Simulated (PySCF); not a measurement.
Compound: acetaldoxime, C2H5NO.
Numbering: `[CH3:1]/[CH:2]=[N:3]\[OH:4]` (hydrogens: H5, H6, H7 on C1; H8 on C2; H9 on O4)

The same species was optimised twice, with GFN2-xTB and with PBE0-D3(BJ)/def2-SVP (PySCF), and the same property calculations (PySCF, gas phase) were run on both structures.

| coordinate | GFN2-xTB | PBE0-D3(BJ)/def2-SVP | change |
| --- | --- | --- | --- |
| N3–O4 (Å) | 1.397 | 1.371 | -0.026 |
| C2–H8 (Å) | 1.082 | 1.097 | +0.015 |
| C2=N3 (Å) | 1.260 | 1.274 | +0.014 |
| C1–H6 (Å) | 1.089 | 1.102 | +0.013 |
| C1–H7 (Å) | 1.089 | 1.102 | +0.013 |
| C1–H5 (Å) | 1.087 | 1.096 | +0.009 |
| O4–H9 (Å) | 0.967 | 0.962 | -0.005 |
| C1–C2 (Å) | 1.490 | 1.490 | 0.000 |
| C2–N3–O4 (°) | 117.0 | 113.4 | -3.6 |
| H6–C1–H7 (°) | 108.0 | 106.7 | -1.3 |
| C1–C2–H8 (°) | 118.0 | 119.0 | +1.0 |
| C2–C1–H5 (°) | 110.3 | 111.2 | +0.9 |
| N3–O4–H9 (°) | 103.8 | 102.9 | -0.9 |
| C1–C2–N3 (°) | 128.5 | 127.7 | -0.8 |
| C2–C1–H7 (°) | 109.7 | 110.3 | +0.6 |
| H5–C1–H6 (°) | 109.5 | 108.9 | -0.6 |

Rotational constants: A = 18833, B = 6071, C = 4725 MHz (GFN2-xTB) against A = 18387, B = 6349, C = 4862 MHz (PBE0-D3(BJ)/def2-SVP).

On the GFN2-xTB structure: HOMO (eV) -7.47 [PBE0/pcSseg-1]; LUMO (eV) 0.39 [PBE0/pcSseg-1]; dipole (D) 0.70 [PBE0/pcSseg-1]; GIAO shielding of C1 (ppm) 174.4 [PBE0/pcSseg-1]; GIAO shielding of C2 (ppm) 38.8 [PBE0/pcSseg-1]; GIAO shielding of N3 (ppm) -154.2 [PBE0/pcSseg-1]; GIAO shielding of O4 (ppm) 105.7 [PBE0/pcSseg-1].

Task: What do these properties become on the PBE0-D3(BJ)/def2-SVP structure?

Result: 
```tsv
property	level	on GFN2-xTB	on PBE0-D3(BJ)/def2-SVP	change
HOMO (eV)	PBE0/pcSseg-1	-7.47	-7.32	+0.15
LUMO (eV)	PBE0/pcSseg-1	0.39	0.30	-0.09
dipole (D)	PBE0/pcSseg-1	0.70	0.66	-0.04
energy, GFN2-xTB geometry as zero (kcal/mol)	PBE0/pcSseg-1	0.0	-1.0	-1.0
GIAO shielding of C1 (ppm)	PBE0/pcSseg-1	174.4	173.3	-1.1
GIAO shielding of C2 (ppm)	PBE0/pcSseg-1	38.8	35.0	-3.8
GIAO shielding of N3 (ppm)	PBE0/pcSseg-1	-154.2	-148.7	+5.5
GIAO shielding of O4 (ppm)	PBE0/pcSseg-1	105.7	114.5	+8.8
```

The heavy atoms differ by 0.037 Å rms after alignment. Among all bonds N3–O4 changes most (-0.026 Å). Changes are differences of the printed values. Neither structure is proved a minimum here.

Shape of the structure used: `[CH3:1]/[CH:2]=[N:3]\[OH:4]`: H–O4–N3–C2 -179°.
